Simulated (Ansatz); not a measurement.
Se (Pm-3m, No. 221, 1 atom in the cell; start mp-7755; another form than the element's usual one)

Computed with r²SCAN+rVV10 (Ansatz, a first-principles code, PAW).

Settings: plane-wave cutoff 500 eV, 14×14×14 k mesh, Fermi–Dirac smearing 0.05 eV, scalar-relativistic PAW data made under PBE.

Cell (relaxed at this level):

```
CELL_PARAMETERS angstrom
      2.80219     0.00000     0.00000
      0.00000     2.80219     0.00000
      0.00000     0.00000     2.80219
ATOMIC_POSITIONS crystal
  Se 0.00000 0.00000 0.00000
```

| Quantity | Value |
|---|---|
| band gap | none |

Note: the relaxation could not lower the start's symmetry, so the cell can be a saddle point above a distorted one.

Spin–orbit coupling is not included.

A start named mp-… is a Materials Project structure, which need not be a measured phase.
